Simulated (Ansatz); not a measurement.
# SiH₄S₂: a ladder of functionals and wavefunction methods

Aim: compute SiH₄S₂ with functionals from several rungs and with coupled cluster, and see how far each lands from CCSD(T) at the basis-set limit for the atomisation energy.

The runs use Ansatz 0.2.0, Gaussian basis; functionals in def2-TZVPP, the program's frozen cores in correlated methods.

Levels to be run: LDA (SPW92), PBE-D4, revPBE-D4, BLYP-D4, r2SCAN-D4, B97M-V, PBE0-D4, B3LYP-D4, r2SCANh-D4, r2SCAN0-D4, HSE06-D4, BHLYP-D4, CAM-B3LYP-D4, LC-ωPBE, ωB97X-V, ωB97M-V, B2PLYP, PBE-QIDH; CCSD(T)/def2-SVP; CCSD(T)/def2-TZVPP; MP2/def2-QZVPP; extrapolation to the limit; RPA on PBE.

**1. The geometry**

An earlier PBE0-D4 in a triple-zeta def2 set relaxation fixed the geometry.

7 atoms, charge 0, spin multiplicity 1.

Atoms are counted from 1 here; the program's logs count them from 0.

Bond lengths: S1–Si2 2.137 Å, S1–H4 1.345 Å, Si2–S3 2.126 Å, Si2–H5 1.484 Å, Si2–H6 1.482 Å, S3–H7 1.344 Å. Angles: Si2–S1–H4 93.8°, S1–Si2–S3 108.8°, S1–Si2–H5 108.3°, S1–Si2–H6 113.2°, S3–Si2–H5 113.0°, S3–Si2–H6 104.0°, H5–Si2–H6 109.7°, Si2–S3–H7 94.4°.

Coordinates:

```xyz
7
charge 0, multiplicity 1
S    -1.4409   -0.9401   -0.5449
Si    0.0003    0.4229    0.2490
S     1.5608   -0.6887    1.1714
H    -1.8986   -0.0656   -1.4582
H     0.4813    1.2874   -0.8570
H    -0.5355    1.2646    1.3454
H     1.8938   -1.3485    0.0484
```

**2. LDA**

This LDA is Slater exchange with PW92 correlation.

in.yaml reads:

```yaml
crystal:
  periodic: [false, false, false]
  atoms:
    - {symbol: S, position_ang: [-1.440883, -0.940065, -0.544925]}
    - {symbol: Si, position_ang: [0.000305, 0.422915, 0.249023]}
    - {symbol: S, position_ang: [1.560783, -0.688707, 1.171448]}
    - {symbol: H, position_ang: [-1.898587, -0.065625, -1.458219]}
    - {symbol: H, position_ang: [0.481349, 1.287367, -0.856997]}
    - {symbol: H, position_ang: [-0.535522, 1.264573, 1.345443]}
    - {symbol: H, position_ang: [1.893755, -1.348458, 0.048428]}
basis:
  gaussian: {orbitals: def2-TZVPP}
hamiltonian: {xc: lda}
output: {orbitals: {seedname: orbitals}}
```

Further steps of the session: PBE-D4 (GGA); revPBE-D4 (GGA); BLYP-D4 (GGA); r2SCAN-D4 (meta-GGA); B97M-V (meta-GGA); PBE0-D4 (hybrid); B3LYP-D4 (hybrid); r2SCANh-D4 (hybrid); r2SCAN0-D4 (hybrid); HSE06-D4 (hybrid); BHLYP-D4 (hybrid); CAM-B3LYP-D4 (range-separated); LC-ωPBE-D4 (range-separated); ωB97X-V (range-separated); ωB97M-V (range-separated); B2PLYP (double hybrid); PBE-QIDH (double hybrid); CCSD(T) in def2-SVP; CCSD(T) in def2-TZVPP; MP2 in def2-QZVPP; RPA on PBE orbitals.

Before running them: what should the planned runs give, taken together? Wanted: atomisation energy, CCSD(T)/CBS; farthest beyond LDA; mean size of error, GGA; mean size of error, meta-GGA; mean size of error, hybrid; mean size of error, range-separated; mean size of error, double hybrid; gap, smallest and largest; T1 diagnostic.

The runs gave:

| quantity | value |
| --- | --- |
| atomisation energy, CCSD(T)/CBS | 2056.4 kJ/mol |
| functionals within 10.3 kJ/mol (0.5 %) | PBE-D4, r2SCAN-D4, r2SCANh-D4 |
| farthest beyond LDA | BHLYP-D4 (-55.1 kJ/mol) |
| mean size of error, GGA | 27.7 kJ/mol |
| mean size of error, meta-GGA | 13.1 kJ/mol |
| mean size of error, hybrid | 24.6 kJ/mol |
| mean size of error, range-separated | 25.6 kJ/mol |
| mean size of error, double hybrid | 40.1 kJ/mol |
| gap, smallest and largest | 5.31 eV (LDA (SPW92)), 12.48 eV (LC-ωPBE) |
| T1 diagnostic | 0.0111 |
| triples share of the correlation energy | 4.2 % |

LDA overbinds by 254.1 kJ/mol (12 %). PBE-D4 misses by -5.3 kJ/mol. Double hybrids carry the basis error of their MP2 part in triple zeta, and no dispersion term here, so their miss is partly the set-up's. By mean error the best rung here is meta-GGA (13.1 kJ/mol) and the worst beyond LDA is double hybrid (40.1 kJ/mol). Misses under about 10.3 kJ/mol are within the doubt on the reference itself, which lacks core-valence correlation, relativity and higher excitations. Hartree-Fock recovers 72 % of the binding; the rest is correlation. CCSD(T) in def2-SVP is off by -192.0 kJ/mol, more than most functionals: a good method in a small basis is no reference. The gap grows from 5.3 to 12.5 eV across the functionals, mostly with the share of exact exchange.
